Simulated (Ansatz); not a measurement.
System: bcc Rb. Method: r²SCAN+rVV10 (Ansatz, a quantum-chemistry and plane-wave program, plane waves, PAW).

Numerical settings: plane-wave cutoff 560 eV, 14×14×14 k mesh, Fermi–Dirac smearing 0.05 eV, scalar-relativistic PAW data made under PBE.

Pressure at four volumes; x = ln(V/91.763 Å³). One pressure is withheld.

```json
[
 {"V (Å³/atom)": "86.257", "x": "-0.0619", "P (GPa)": "?"},
 {"V (Å³/atom)": "88.092", "x": "-0.0408", "P (GPa)": "0.123"},
 {"V (Å³/atom)": "91.763", "x": "0.0000", "P (GPa)": "0.000"},
 {"V (Å³/atom)": "97.268", "x": "0.0583", "P (GPa)": "-0.146"}
]
```

Q: Pass a parabola P(x) through the three rows shown, estimate the bulk modulus and its pressure derivative near zero pressure, and predict the withheld pressure.

A: Slopes between the rows: (0.000 − (0.123))/(0.0000 − (-0.0408)) = -3.01 and (-0.146 − (0.000))/(0.0583 − (0.0000)) = -2.50 GPa. Their difference over the span 0.0991 is c = 0.51/0.0991 = 5.1 GPa, so P(x) = 0.123 + (-3.01)(x − (-0.0408)) + 5.1 (x − (-0.0408))(x − (0.0000)). At the middle row B = −dP/dx = −[-3.01 + 5.1 × 0.0408] = 2.8 GPa, and B′ = dB/dP = 2c/B = 3.6. At x = -0.0619 the parabola gives 0.193 GPa; the run gives 0.194 GPa. The Birch–Murnaghan fit to the energies at all volumes has B0 = 2.8 GPa and B′ = 3.7.

Measured, for comparison: bulk modulus 2.9 GPa (corrected for temperature and zero-point phonon effects, sources range from 2.9 to 3.6; as tabulated in Levämäki et al. (2014), arXiv:1402.3671). Computed less measured: bulk modulus -3.4 % (-3.4 % to -22 % over the range).
